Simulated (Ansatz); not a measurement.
# ClH4Si: the cost of one run

All numbers below are computed with Ansatz 0.2.0 (UKS CAM-B3LYP/6-31G*).

### 1 The system as given

Bond lengths: Si1–Cl2 2.380 Å, Si1–H3 1.460 Å, Si1–H4 1.459 Å, Si1–H5 1.459 Å. Angles: Cl2–Si1–H3 109.5°, Cl2–Si1–H4 109.5°, Cl2–Si1–H5 109.5°, H3–Si1–H4 109.5°, H3–Si1–H5 109.5°, H4–Si1–H5 109.5°.

Coordinates:

```xyz
6

Si    0.0000    0.0000    0.0000
Cl    0.0000    0.0000    2.3800
H     1.3768    0.0000   -0.4862
H    -0.6877    1.1914   -0.4862
H    -0.6877   -1.1914   -0.4862
H     0.0000    0.0000    4.0500
```

### 2 Pulling towards end A

Springs on the bonds that form and break draw the guess towards this end; the thresholds are loose.

File input.yaml:

```yaml
crystal:
  periodic: [false, false, false]
  atoms:
    - { symbol: Si, position_ang: [0.0, 0.0, 0.0] }
    - { symbol: Cl, position_ang: [0.0, 0.0, 2.38] }
    - { symbol: H, position_ang: [1.3768, 0.0, -0.4862] }
    - { symbol: H, position_ang: [-0.6877, 1.1914, -0.4862] }
    - { symbol: H, position_ang: [-0.6877, -1.1914, -0.4862] }
    - { symbol: H, position_ang: [0.0, 0.0, 4.05] }
magnetization:
  spin_polarized: true
  initial_magnetization: 1
basis:
  gaussian: { orbitals: "6-31G*" }
hamiltonian:
  xc: cam_b3lyp
relax:
  f_tol: 0.15
  max_steps: 25
  restrain:
    - { distance: [1, 5], at: 2.57, k: 30.0 }
    - { distance: [0, 1], at: 2.13, k: 30.0 }
```

Run with:

```bash
$ ansatz run input.yaml --threads 1 --pin off --max-ram 2048MiB --backend cpu --events-out ev --progress --plain --runs-dir out
```

What time and memory should one allow on 1 thread of Intel Xeon Platinum 8488C (Sapphire Rapids), shared host?

About 10 s, with a peak of 0.14 GiB.
